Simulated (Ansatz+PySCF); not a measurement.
Results of a calculation; reference values are marked as such.
## PySCF 2.14.0 run

```python
from pyscf import gto, scf

mol = gto.M(atom="""
N 0.000000 0.000000 -1.827830
O 0.000000 0.000000 1.599350
""", basis='sto-3g', charge=0, spin=1)
mf = scf.ROHF(mol)
mf.init_guess = 'atom'
mf.kernel()
while True:  # follow internal instabilities
    mo, _, stable, _ = mf.stability(return_status=True)
    if stable: break
    mf.kernel(mf.make_rdm1(mo, mf.mo_occ))
print(mf.converged, mf.e_tot, mf.spin_square()[0])
```

The script is written out from the run's settings.

Results

```json
{"Converged": "yes", "Total energy": "-127.21714 hartree", "Spin squared of the determinant": "0.750"}
```

Caution: an unrestricted determinant lies well below.
